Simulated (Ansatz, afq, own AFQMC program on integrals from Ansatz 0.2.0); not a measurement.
# Atomization energy of BN₂H, triplet

```xyz
4

B     0.0000    0.0000   -0.5245
N     0.0000    0.0000   -1.9235
N     0.0000    0.0000    0.7274
H     0.0000    0.0000    1.7207
```

Connectivity, by distances: N–B–NH.

Atoms in their ground-state spins without spin–orbit coupling (mostly on UHF) minus the molecule (UHF), without zero-point energy. The geometry is a stationary point, not shown to be a minimum.

Basis cc-pVDZ. Only valence electrons are correlated. Integrals, coupled cluster, full CI and functionals: Ansatz 0.2.0; the random walks run on the same integrals in our own AFQMC program. ph-AFQMC/CISD is guided by a CISD state made of CCSD amplitudes; releasing the constraint for a short imaginary time cuts its bias at the price of noise, slowly where states lie close. Error bars are statistical, one sigma. The errors of all members are added in quadrature.

No full CI on the walks' own integrals is used here; CCSDT(Q) serves as the reference and is uncertain by about the last step of the cluster series. Each member takes its own surest rung, up to full CI.

The best estimate is CCSD(T) at the basis-set limit (CBS: def2-TZVPP and def2-QZVPP, with their diffuse functions for anions and beside diffuse sets, CCSD(T) itself extrapolated) plus the step from CCSD(T) to CCSDT(Q) in cc-pVDZ. Rows without CBS are in cc-pVDZ, the functionals in def2-TZVP; B2PLYP and the wave-function rows carry a basis error of their own. Core correlation and relativity beyond core potentials are missing, and ± holds the sampling alone.

Cautions: BN₂H (triplet): unrestricted determinant spin contaminated (⟨S²⟩ 2.11 against 2.00), its ph-AFQMC/CISD value lies 53 ± 5 meV above CCSDT(Q).

Best estimate: 14.332 eV.

```json
{"level": "HF", "atomization energy (eV)": "8.729", "error against the best estimate (eV)": "-5.603"}
{"level": "MP2", "atomization energy (eV)": "12.872", "error against the best estimate (eV)": "-1.460"}
{"level": "CCSD", "atomization energy (eV)": "12.245", "error against the best estimate (eV)": "-2.088"}
{"level": "CCSD(T)", "atomization energy (eV)": "12.547", "error against the best estimate (eV)": "-1.786"}
{"level": "ph-AFQMC/CISD", "atomization energy (eV)": "12.564 ± 0.005", "error against the best estimate (eV)": "-1.769 ± 0.005"}
{"level": "released AFQMC", "atomization energy (eV)": "12.605 ± 0.010", "error against the best estimate (eV)": "-1.728 ± 0.010"}
{"level": "HF/CBS", "atomization energy (eV)": "9.180", "error against the best estimate (eV)": "-5.152"}
{"level": "MP2/CBS", "atomization energy (eV)": "14.556", "error against the best estimate (eV)": "0.223"}
{"level": "CCSD(T)/CBS", "atomization energy (eV)": "14.266", "error against the best estimate (eV)": "-0.066"}
{"level": "PBE", "atomization energy (eV)": "15.625", "error against the best estimate (eV)": "1.293"}
{"level": "r2SCAN", "atomization energy (eV)": "14.742", "error against the best estimate (eV)": "0.409"}
{"level": "PBE0", "atomization energy (eV)": "14.764", "error against the best estimate (eV)": "0.432"}
{"level": "B3LYP", "atomization energy (eV)": "14.906", "error against the best estimate (eV)": "0.574"}
{"level": "wB97M-V", "atomization energy (eV)": "14.685", "error against the best estimate (eV)": "0.353"}
{"level": "B2PLYP", "atomization energy (eV)": "14.544", "error against the best estimate (eV)": "0.212"}
{"level": "surest rungs in cc-pVDZ", "atomization energy (eV)": "12.613", "error against the best estimate (eV)": "-1.719"}
```

Correlation beyond CCSD(T) adds 0.066 eV. Going to the basis-set limit adds 1.719 eV at CCSD(T). The perturbative (T) step is worth +0.302 eV. The functionals spread over 1.081 eV; B2PLYP comes nearest and PBE is 1.293 eV too high. Where the cautions show a poor determinant, the low rows tell how each method copes with it, not its usual error.

Best estimates are given only where the step beyond CCSD(T) is under 0.3 eV and no member's determinant is very poor (T1 over 0.05, or 0.07 for open shells, ⟨S²⟩ too high by 0.3, two states mixed), so the hardest cases are missing from such tables.

The functionals ran in a triple-zeta set and keep a basis error of their own, a few kJ/mol for each bond in atomization energies and more for double hybrids, so close places among them and the extrapolated levels can swap.

Each member of a difference takes its own highest rung, so a best estimate needn't equal the limit plus the step of one row. A walk keeps the symmetry of its determinant, which the program's search chose and which needn't be the lowest solution, so a lower state of the same spin and another symmetry isn't excluded. Released energies are given only where the last usable release times agree within the noise; a slower fall can still hide under it.
